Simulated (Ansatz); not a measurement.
Relaxation of BH2(OMe) (CH5BO) with RKS PBE0-D4/def2-TZVP.

```sh
$ ansatz run in.yaml --threads 4 --pin off --events-out ev --progress --plain --max-ram 3916MiB
```

```yaml
crystal:
  periodic: [false, false, false]
  atoms:
    - {symbol: B, position_ang: [0.435610, 1.006270, 0.790700]}
    - {symbol: H, position_ang: [1.569280, 0.771350, 0.549830]}
    - {symbol: H, position_ang: [0.117450, 1.877720, 1.507100]}
    - {symbol: O, position_ang: [-0.559180, 0.310420, 0.270760]}
    - {symbol: C, position_ang: [-0.408730, -0.775400, -0.606980]}
    - {symbol: H, position_ang: [-1.004290, -0.584470, -1.502650]}
    - {symbol: H, position_ang: [-0.786680, -1.677140, -0.118600]}
    - {symbol: H, position_ang: [0.636530, -0.928750, -0.890170]}
basis:
  gaussian: {orbitals: def2-TZVP}
hamiltonian: {xc: pbe0, dispersion: d4}
scf: {lower_state_search: "off"}
output: {orbitals: {seedname: orbitals}}
relax: {f_tol: 0.02, max_steps: 100}
```

It took 2.8 s on 4 threads of Arm Neoverse V2 on a shared host.

Positions (Å) and forces (eV/Å) at steps 1, 2, 3, 4, 5 of 5:

```xyz
8
step=1 energy=-3839.2397 eV
B     0.436    1.006    0.791    0.238    0.195    0.127
H     1.569    0.771    0.550    0.455   -0.209   -0.193
H     0.117    1.878    1.507   -0.100    0.506    0.422
O    -0.559    0.310    0.271   -0.695   -0.317   -0.225
C    -0.409   -0.775   -0.607    0.043   -0.180   -0.118
H    -1.004   -0.584   -1.503    0.023   -0.029    0.015
H    -0.787   -1.677   -0.119    0.003    0.010   -0.047
H     0.637   -0.929   -0.890    0.033    0.024    0.018
8
step=2 energy=-3839.2652 eV
B     0.430    1.012    0.791    0.123    0.079    0.084
H     1.569    0.755    0.527    0.115   -0.073   -0.082
H     0.127    1.896    1.528   -0.010    0.139    0.101
O    -0.576    0.310    0.273   -0.324   -0.076   -0.036
C    -0.410   -0.777   -0.606    0.083   -0.090   -0.082
H    -0.995   -0.591   -1.509    0.011   -0.002    0.004
H    -0.787   -1.684   -0.127    0.001    0.011   -0.006
H     0.641   -0.920   -0.876    0.002    0.012    0.016
8
step=3 energy=-3839.2696 eV
B     0.422    1.005    0.800    0.036    0.099   -0.136
H     1.558    0.741    0.492   -0.047   -0.021    0.056
H     0.140    1.910    1.535    0.017   -0.076    0.008
O    -0.595    0.306    0.282   -0.045    0.018    0.089
C    -0.408   -0.777   -0.604    0.055   -0.034   -0.029
H    -0.979   -0.589   -1.515    0.005    0.008    0.003
H    -0.788   -1.688   -0.136   -0.002    0.003   -0.001
H     0.649   -0.909   -0.854   -0.020    0.004    0.009
8
step=4 energy=-3839.2702 eV
B     0.421    1.010    0.791   -0.021   -0.010    0.014
H     1.553    0.735    0.489    0.009    0.014   -0.023
H     0.143    1.917    1.520    0.008   -0.013    0.025
O    -0.600    0.289    0.309    0.011    0.007   -0.101
C    -0.407   -0.778   -0.601   -0.002   -0.025    0.089
H    -0.972   -0.572   -1.512    0.009    0.017    0.004
H    -0.790   -1.696   -0.151   -0.006   -0.005   -0.007
H     0.652   -0.906   -0.845   -0.008    0.015   -0.001
8
step=5 energy=-3839.2715 eV
B     0.420    1.012    0.788    0.003    0.004    0.003
H     1.551    0.751    0.470   -0.002    0.000   -0.003
H     0.145    1.902    1.539    0.000   -0.003    0.000
O    -0.600    0.296    0.299   -0.005    0.000   -0.001
C    -0.407   -0.779   -0.599   -0.008   -0.003    0.005
H    -0.961   -0.575   -1.517    0.001    0.000   -0.001
H    -0.801   -1.692   -0.147    0.001    0.006   -0.002
H     0.653   -0.915   -0.832    0.009   -0.004   -0.002
```
